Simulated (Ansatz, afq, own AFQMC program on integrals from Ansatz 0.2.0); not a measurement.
AFQMC on a folder of integrals that Ansatz 0.2.0 wrote.

```yaml
crystal:
  periodic: [false, false, false]
  atoms:
    - {symbol: B, position_ang: [0.000000, 0.000000, 0.038565]}
    - {symbol: N, position_ang: [0.000000, 0.000000, -1.107807]}
    - {symbol: H, position_ang: [0.000000, 0.000000, 1.069242]}
basis:
  gaussian: {orbitals: 6-31G}
magnetization: {spin_polarized: true, initial_magnetization: 1}
correlation: {method: ccsd_t, electrons: outside_noble_gas, hamiltonian_folder: ham}
```

```sh
$ ansatz run in.yaml --threads 1 --pin off --events-out ev --progress --plain --max-ram 16896MiB --backend cuda --devices 0, --max-vram 18GiB
```

afq runs on the folder ham with

```
--method phaseless --trial hf --walkers 4000 --populations 20 --least-time 40 --time-step 0.005 --steps-per-block 20 --equilibration-blocks 112 --max-blocks 4000 --target-error 0.0009000 --factor-cut 1e-05 --start spin_pure --seed 1745 --taylor-order 6
```

Times are imaginary, in 1/Eh. The walk had a cap of 49 s. With eight or more populations the least sampling time is a fifth of least-time, and the error comes from their spread.

Output of the walk:

```
orbitals 18  electrons 5 4  factors 111 of 290
reference energy -79.53851726 Eh
CCSD correlation -0.15121920 Eh in 11 cycles, weight of the determinant in the CISD state 0.9088
energy of the start -79.541185 Eh
 block  time / (1/Eh)  mean weight  energy / Eh
     1     0.100  1.0005  -79.572602
     2     0.200  1.0009  -79.597334
     3     0.300  1.0010  -79.614612
     4     0.400  1.0010  -79.629684
     5     0.500  1.0006  -79.643863
     8     0.800  1.0005  -79.667042
    17     1.700  1.0000  -79.689026
    41     4.100  0.9998  -79.692024
    65     6.500  1.0000  -79.695541
    89     8.900  0.9999  -79.692798
   113    11.300  1.0003  -79.692477
   137    13.700  1.0000  -79.692432
   161    16.100  0.9998  -79.692969
   185    18.500  1.0003  -79.690634
   193    19.300  0.9995  -79.685340
   209    20.900  1.0003  -79.694850
   233    23.300  1.0002  -79.694170
   241    24.100  0.9997  -79.700777
   257    25.700  1.0000  -79.688912
   281    28.100  0.9998  -79.691744
   305    30.500  0.9998  -79.694399
   321    32.100  1.0000  -79.690627
error from the spread of 20 populations
energy -79.692283 +/- 0.000894 Eh
(rows thinned)
```

The run passed its tests (sampling time, drift between the halves within three errors, error under three times the target), which doesn't prove that it has relaxed.

Against this walk (error 24.3 meV) on the same determinant: CCSD(T) 51.7 meV lower, CCSDT(Q) 84.7 meV lower, CCSDTQ 82.9 meV lower, full CI 83.6 meV lower, a separate phaseless walk with a CISD trial and standard settings 69.5 ± 24.7 meV lower. The error is statistical and leaves out the bias of the constraint. Full CI is exact here, so the walk's 84 meV above it is the walk's own error: the bias of the constraint with this trial.

Cautions: constraint bias not in the error; the search met a lower determinant of the same kind, perhaps of another symmetry (38 meV lower); unrestricted determinant slightly spin contaminated (⟨S²⟩ 0.83 against 0.75).

The walk took 31 s on 1 × NVIDIA H100 80GB HBM3 with 2 threads of AMD EPYC 7R13 Processor (Zen 3), on a shared host (the card was shared). The log's last line is the phaseless energy.

CCSDT and higher add their correlation energy to the determinant of the CCSD(T) run, since their own runs factorise the integrals more tightly (a shift of under 2 meV). A walk keeps the symmetry of its determinant, which the program's search chose and which needn't be the lowest solution, so a lower state of the same spin and another symmetry isn't excluded.
